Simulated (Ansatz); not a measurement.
**AlSiH (quintet): the correlation ladder, def2-QZVPP**

An exercise on one series of results from a longer session: the logs are not shown, and one member is left open.

The runs use Ansatz 0.2.0, Gaussian basis; def2-QZVPP, core rule «outside noble gas», up to 10 orbitals frozen.

To be run: UHF; ROHF; CCSD(T) on UHF.

2 further runs of the same task are left out: 2 set aside as unsound or not needed.

## What is computed

The geometry is a PBE0/def2-TZVP stationary point (not a proven minimum) of the parent state, kept for this charge and spin.

3 atoms, charge 0, spin multiplicity 5.

Atoms are counted from 1 here; the program's logs count them from 0.

Bond lengths: Si1–Al2 2.390 Å, Si1–H3 1.598 Å. Angles: Al2–Si1–H3 57.3°.

Set-up of the first run:

Input file in.yaml:

```yaml
crystal:
  periodic: [false, false, false]
  atoms:
    - {symbol: Si, position_ang: [0.000000, -0.035961, 1.165412]}
    - {symbol: Al, position_ang: [0.000000, -0.011793, -1.224879]}
    - {symbol: H, position_ang: [0.000000, 1.317723, 0.315431]}
basis:
  gaussian: {orbitals: "def2-QZVPP.json"}
magnetization: {spin_polarized: true, initial_magnetization: 4}
hamiltonian: {xc: hf}
output: {orbitals: {seedname: orbitals}}
```

The run is started by

```bash
$ ansatz run in.yaml --threads 1 --pin off --events-out ev --progress --plain --max-ram 2393MiB
```

Steps of the session up to this table: UHF; ROHF; CCSD(T) on UHF.

One table of the session follows, with a row left open; its other results are not shown here.

```
  method  from UCCSD(T) (kJ/mol)
    ROHF                  +425.5
     UHF                  +402.8
    UMP2                   +88.2
   UCCSD                       ?
UCCSD(T)                       0
```

Q: Estimate the row for UCCSD from the others.

The run gave: from UCCSD(T) (kJ/mol): +19.5. In the column «from UCCSD(T) (kJ/mol)» it lies between UCCSD(T) (0) and UMP2 (+88.2).
